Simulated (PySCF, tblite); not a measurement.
# HBO (BHO): isotopologues and vibrational averages

How do isotopes change the rotational constants and shieldings of HBO (BHO) (`B=O`)?

Computed with tblite 0.8.0 (tight binding) and PySCF 2.14.0 (DFT, with response routines of our own); each step states its level. Atoms count from 0 throughout.

## 1. The molecule as given

3 atoms, charge 0, multiplicity 1; geometry from: force field or distance geometry start.

Bonds of the start (Å): B0–H2 1.26, B0–O1 1.43.

## 2. GFN2-xTB relaxation, lowest of a short conformer search

The job: settings as JSON, then the geometry in Å.

```
{"job": {"xc": "GFN2-xTB", "basis": "xTB", "kind": "relax"}, "charge": 0, "multiplicity": 1}
B      0.102600    -0.441700    -0.010600
O      1.040300     0.640500    -0.046000
H     -1.097000    -0.065800     0.006400
```

Started as:

```sh
OMP_NUM_THREADS=1 python ens_run.py task.json out
```

This one command runs the whole study; its stages follow in the order run.

Standard output:

```text
step      E/eV     max force
  0    -156.56403   10.730
  1    -158.33331    6.235
  2    -158.63275    4.172
  3    -158.89631    3.762
  4    -159.17735    1.677
  5    -159.33615    2.785
  6    -159.37357    0.723
  7    -159.38297    0.244
  8    -159.38514    0.300
  9    -159.38651    0.174
 10    -159.38680    0.020
 11    -159.38680    0.001
```

It took 0.1 s on 1 thread of Intel Xeon Platinum 8259CL at 2.50GHz, shared host.

Relaxing gained 2.823 eV and moved the atoms by 0.35 Å on average (rms).

## 3. Tight optimisation and Hessian

The job: settings as JSON, then the geometry in Å.

```
{"job": {"xc": "B3LYP", "basis": "pcJ-1", "j": true, "grid": 2, "temperatures": [300, 1000], "kind": "geom"}, "charge": 0, "multiplicity": 1}
B      0.002570     0.040093    -0.016425
O      1.125441     0.419084    -0.044088
H     -1.082087    -0.326220     0.010300
```

Standard output:

```text
step   0  E = -2740.7761947 eV  max force = 1.04409
step   1  E = -2740.7877229 eV  max force = 0.10971
step   2  E = -2740.7877824 eV  max force = 0.00224
step   3  E = -2740.7877825 eV  max force = 0.00051
step   4  E = -2740.7877825 eV  max force = 0.00051
harmonic wavenumbers (cm-1): 793.8 794.2 1879.8 2911.7
```

It took 29 s on 1 thread of Intel Xeon Platinum 8259CL at 2.50GHz, shared host; peak memory 0.36 GiB.

## 4. Displacements along the modes, parent

The job: settings as JSON, then the geometry in Å.

```
{"job": {"xc": "B3LYP", "basis": "pcJ-1", "j": true, "grid": 2, "temperatures": [300, 1000], "kind": "vib", "mass_numbers": [11, 16, 1]}, "charge": 0, "multiplicity": 1}
B      0.005078     0.040970    -0.016539
O      1.138821     0.423587    -0.044392
H     -1.097976    -0.331600     0.010717
```

Standard output:

```text
mode    cm-1    km/mol   phi_rrr   E(+)/cm-1  E(-)/cm-1
  1    793.76    13.49      -0.4     146.58     145.70
  2    794.19    13.49       0.3     146.19     146.07
  3   1879.76    61.22     551.1     358.89     319.25
  4   2911.74     9.36   -1479.1     475.04     581.24
```

Wall time 22 s (1 thread of Intel Xeon Platinum 8259CL at 2.50GHz, shared host); peak memory 0.37 GiB.

## 5. Displacements along the modes, 2H at atom 2

The job: settings as JSON, then the geometry in Å.

```
{"job": {"xc": "B3LYP", "basis": "pcJ-1", "j": true, "grid": 2, "temperatures": [300, 1000], "kind": "vib", "mass_numbers": [11, 16, 2]}, "charge": 0, "multiplicity": 1}
B      0.005078     0.040970    -0.016539
O      1.138821     0.423587    -0.044392
H     -1.097976    -0.331600     0.010717
```

Standard output:

```text
mode    cm-1    km/mol   phi_rrr   E(+)/cm-1  E(-)/cm-1
  1    638.50    18.16       0.3     116.54     115.93
  2    639.03    18.16       0.3     116.32     116.21
  3   1688.55    32.78    -420.8     289.25     319.54
  4   2333.76    37.84     355.1     434.13     408.58
```

Wall time 20 s (1 thread of Intel Xeon Platinum 8259CL at 2.50GHz, shared host); peak memory 0.37 GiB.

## 6. Displacements along the modes, 17O at atom 1

The job: settings as JSON, then the geometry in Å.

```
{"job": {"xc": "B3LYP", "basis": "pcJ-1", "j": true, "grid": 2, "temperatures": [300, 1000], "kind": "vib", "mass_numbers": [11, 17, 1]}, "charge": 0, "multiplicity": 1}
B      0.005078     0.040970    -0.016539
O      1.138821     0.423587    -0.044392
H     -1.097976    -0.331600     0.010717
```

Standard output:

```text
mode    cm-1    km/mol   phi_rrr   E(+)/cm-1  E(-)/cm-1
  1    792.77    13.19      -0.4     146.43     145.55
  2    793.20    13.19       0.3     146.04     145.92
  3   1856.53    59.86     542.2     354.37     315.37
  4   2910.58     9.00   -1485.3     474.62     581.27
```

It took 22 s on 1 thread of Intel Xeon Platinum 8259CL at 2.50GHz, shared host; peak memory 0.37 GiB.

## 7. Displacements along the modes, 10B at atom 0, 17O at atom 1

The job: settings as JSON, then the geometry in Å.

```
{"job": {"xc": "B3LYP", "basis": "pcJ-1", "j": true, "grid": 2, "temperatures": [300, 1000], "kind": "vib", "mass_numbers": [10, 17, 1]}, "charge": 0, "multiplicity": 1}
B      0.005078     0.040970    -0.016539
O      1.138821     0.423587    -0.044392
H     -1.097976    -0.331600     0.010717
```

Standard output:

```text
mode    cm-1    km/mol   phi_rrr   E(+)/cm-1  E(-)/cm-1
  1    802.66    14.60      -0.4     148.14     147.28
  2    803.11    14.60       0.3     147.77     147.64
  3   1896.52    61.50     551.8     361.92     322.24
  4   2935.87    11.48   -1458.9     480.06     584.82
```

Wall time 22 s (1 thread of Intel Xeon Platinum 8259CL at 2.50GHz, shared host); peak memory 0.37 GiB.

## 8. Displacements along the modes, 10B at atom 0

The job: settings as JSON, then the geometry in Å.

```
{"job": {"xc": "B3LYP", "basis": "pcJ-1", "j": true, "grid": 2, "temperatures": [300, 1000], "kind": "vib", "mass_numbers": [10, 16, 1]}, "charge": 0, "multiplicity": 1}
B      0.005078     0.040970    -0.016539
O      1.138821     0.423587    -0.044392
H     -1.097976    -0.331600     0.010717
```

Standard output:

```text
mode    cm-1    km/mol   phi_rrr   E(+)/cm-1  E(-)/cm-1
  1    803.63    14.92      -0.3     148.29     147.43
  2    804.09    14.92       0.3     147.92     147.79
  3   1918.87    62.77     560.1     366.26     325.97
  4   2937.28    11.93   -1451.2     480.57     584.77
```

It took 21 s on 1 thread of Intel Xeon Platinum 8259CL at 2.50GHz, shared host; peak memory 0.37 GiB.

## 9. Displacements along the modes, 17O at atom 1, 2H at atom 2

The job: settings as JSON, then the geometry in Å.

```
{"job": {"xc": "B3LYP", "basis": "pcJ-1", "j": true, "grid": 2, "temperatures": [300, 1000], "kind": "vib", "mass_numbers": [11, 17, 2]}, "charge": 0, "multiplicity": 1}
B      0.005078     0.040970    -0.016539
O      1.138821     0.423587    -0.044392
H     -1.097976    -0.331600     0.010717
```

Standard output:

```text
mode    cm-1    km/mol   phi_rrr   E(+)/cm-1  E(-)/cm-1
  1    637.27    17.74       0.3     116.34     115.72
  2    637.79    17.74      -0.3     116.00     116.12
  3   1671.69    33.00    -413.0     286.48     316.21
  4   2325.84    35.90    -390.4     405.92     434.01
```

It took 20 s on 1 thread of Intel Xeon Platinum 8259CL at 2.50GHz, shared host; peak memory 0.37 GiB.

## 10. Displacements along the modes, 10B at atom 0, 2H at atom 2

The job: settings as JSON, then the geometry in Å.

```
{"job": {"xc": "B3LYP", "basis": "pcJ-1", "j": true, "grid": 2, "temperatures": [300, 1000], "kind": "vib", "mass_numbers": [10, 16, 2]}, "charge": 0, "multiplicity": 1}
B      0.005078     0.040970    -0.016539
O      1.138821     0.423587    -0.044392
H     -1.097976    -0.331600     0.010717
```

Standard output:

```text
mode    cm-1    km/mol   phi_rrr   E(+)/cm-1  E(-)/cm-1
  1    650.73    19.99       0.4     118.73     118.12
  2    651.29    19.99       0.3     118.52     118.40
  3   1699.88    31.30    -429.7     290.99     321.93
  4   2388.72    43.45     285.9     441.51     420.93
```

It took 26 s on 1 thread of Intel Xeon Platinum 8259CL at 2.50GHz, shared host; peak memory 0.37 GiB.

## 11. Vibrational averages by isotopologue

The job: settings as JSON, then the geometry in Å.

```
{"job": {"xc": "B3LYP", "basis": "pcJ-1", "j": true, "grid": 2, "temperatures": [300, 1000], "kind": "iso"}, "charge": 0, "multiplicity": 1}
B      0.005078     0.040970    -0.016539
O      1.138821     0.423587    -0.044392
H     -1.097976    -0.331600     0.010717
```

Standard output:

```text
parent
  Be/MHz None 39631.904 39631.904
  B0/MHz None 39455.347 39455.347
  ZPE/cm-1 3189.7
  <sigma>(0 K)/ppm 85.019 22.011 29.175
2H at atom 2
  Be/MHz None 31743.843 31743.843
  B0/MHz None 31618.128 31618.128
  ZPE/cm-1 2649.9
  <sigma>(0 K)/ppm 85.075 23.103 29.295
17O at atom 1
  Be/MHz None 38723.889 38723.888
  B0/MHz None 38553.364 38553.364
  ZPE/cm-1 3176.5
  <sigma>(0 K)/ppm 85.026 22.056 29.175
10B at atom 0, 17O at atom 1
  Be/MHz None 40108.282 40108.281
  B0/MHz None 39928.464 39928.464
  ZPE/cm-1 3219.1
  <sigma>(0 K)/ppm 85.005 21.895 29.172
10B at atom 0
  Be/MHz None 40998.929 40998.929
  B0/MHz None 40813.093 40813.093
  ZPE/cm-1 3231.9
  <sigma>(0 K)/ppm 84.998 21.851 29.172
17O at atom 1, 2H at atom 2
  Be/MHz None 31021.525 31021.525
  B0/MHz None 30900.075 30900.075
  ZPE/cm-1 2636.3
  <sigma>(0 K)/ppm 85.082 23.150 29.295
10B at atom 0, 2H at atom 2
  Be/MHz None 32448.585 32448.584
  B0/MHz None 32318.535 32318.535
  ZPE/cm-1 2695.3
  <sigma>(0 K)/ppm 85.053 22.926 29.291
```

Run time: 3.1 min. Hardware: 1 thread of Intel Xeon Platinum 8259CL at 2.50GHz, shared host; peak memory 0.37 GiB. This counts the whole study up to here.

Rotational constants (MHz) at equilibrium and in the ground state:

| isotopologue | Be | B0 | zero-point change (cm⁻¹) |
| --- | --- | --- | --- |
| parent | 39631.9 | 39455.3 | 0.0 |
| 2H at atom 2 | 31743.8 | 31618.1 | -539.8 |
| 17O at atom 1 | 38723.9 | 38553.4 | -13.2 |
| 10B at atom 0, 17O at atom 1 | 40108.3 | 39928.5 | 29.4 |
| 10B at atom 0 | 40998.9 | 40813.1 | 42.2 |
| 17O at atom 1, 2H at atom 2 | 31021.5 | 30900.1 | -553.4 |
| 10B at atom 0, 2H at atom 2 | 32448.6 | 32318.5 | -494.4 |

Shieldings of the first species (ppm): at equilibrium, the vibrational parts at 0 K, and the averages:

| atom | equilibrium | anharmonic | harmonic | 0 K | 300 K | 1000 K |
| --- | --- | --- | --- | --- | --- | --- |
| B0 | 85.89 | -0.32 | -0.56 | 85.02 | 84.98 | 84.60 |
| O1 | 30.75 | -1.78 | -6.96 | 22.01 | 21.55 | 15.25 |
| H2 | 29.67 | -0.06 | -0.43 | 29.18 | 29.16 | 28.93 |

Isotope effects on the shieldings at 0 K (ppb; positive means more shielded):

| atom | 2H at atom 2 | 17O at atom 1 | 10B at atom 0, 17O at atom 1 | 10B at atom 0 | 17O at atom 1, 2H at atom 2 | 10B at atom 0, 2H at atom 2 |
| --- | --- | --- | --- | --- | --- | --- |
| B0 | 56 | 7 | -14 | -21 | 63 | 34 |
| O1 | 1092 | 45 | -116 | -160 | 1139 | 915 |
| H2 | 120 | 0 | -3 | -3 | 120 | 115 |

## 12. Summary of results

```
                  quantity        value
               point group          C∞v
   B0 of the first species  39455.3 MHz
         zero-point energy    3190 cm⁻¹
zero-point change of σ(O1)    -8.74 ppm
```

What this shows: Zero-point motion changes the shielding of O1 most, by -8.74 ppm. The largest secondary isotope effect is 1092 ppb on O1, 2 bonds from the change (2H at atom 2).
